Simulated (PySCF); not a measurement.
C5H7N.
Geometry (PBE0-D3(BJ)/def2-SVP, Å), atoms numbered from 1 in this order:
```xyz
13
C5H7N angstrom
C      2.448    0.039   -0.028
N      1.311   -0.066    0.516
C      0.199   -0.382   -0.294
C     -0.950   -1.155    0.366
C     -1.093    0.252    0.031
C     -1.798    1.370    0.034
H      3.322    0.287    0.591
H      2.623   -0.106   -1.113
H      0.390   -0.605   -1.358
H     -1.456   -1.918   -0.236
H     -0.800   -1.414    1.420
H     -1.376    2.302   -0.353
H     -2.820    1.396    0.422
```

Method: PySCF 2.14.0, density-fitted response routines, TDDFT B3LYP/def2-SVPD, vertical, gas phase, core orbitals frozen in the response.

Transition dipole moments from the ground state, in atomic units and in the frame of the coordinates above (overall signs are arbitrary), for the states with f of 0.002 or more among the lowest 8:

```csv
state,E (eV),μx,μy,μz
S2,5.837,0.568,-0.131,0.005
S3,5.945,-0.075,0.149,0.025
S4,6.001,0.476,-0.240,-0.238
S5,6.523,-1.283,0.058,0.077
S6,6.712,0.557,0.026,-0.011
S7,6.977,-0.488,0.880,0.000
S8,7.125,-0.489,-0.005,0.020
```

Work out the oscillator strengths.

f = (2/3) ΔE |μ|² with ΔE in hartree (27.2114 eV).

| state | \|μ\|² (au) | \|μ\| (D) | f |
| --- | --- | --- | --- |
| S2 | 0.340 | 1.48 | 0.049 |
| S3 | 0.028 | 0.43 | 0.004 |
| S4 | 0.341 | 1.48 | 0.050 |
| S5 | 1.654 | 3.27 | 0.264 |
| S6 | 0.311 | 1.42 | 0.051 |
| S7 | 1.013 | 2.56 | 0.173 |
| S8 | 0.239 | 1.24 | 0.042 |

What angle do the transition dipoles of S2 and S8 make?

|cos θ| = |μa·μb| / (|μa| |μb|) = 0.97, so θ ≈ 14° (taken between 0 and 90°, since the signs are arbitrary).

How is the summed strength of these states shared among x, y and z?

(2/3) Σ ΔE μα² gives 0.477 for x, 0.147 for y and 0.009 for z, 0.633 in all.

What peak molar absorption coefficient would the strongest computed level give as a lone Gaussian band 0.5 eV wide at half height?

ε(max) = 2.175×10⁸ f / FWHM, with the width in cm⁻¹. S5: 2.175×10⁸ × 0.2644 / 4033 ≈ 14000 L mol⁻¹ cm⁻¹.

The vertical ionisation energy (ΔSCF) is 9.29 eV, 2.17 eV above S8.

One conformer stands for the species.
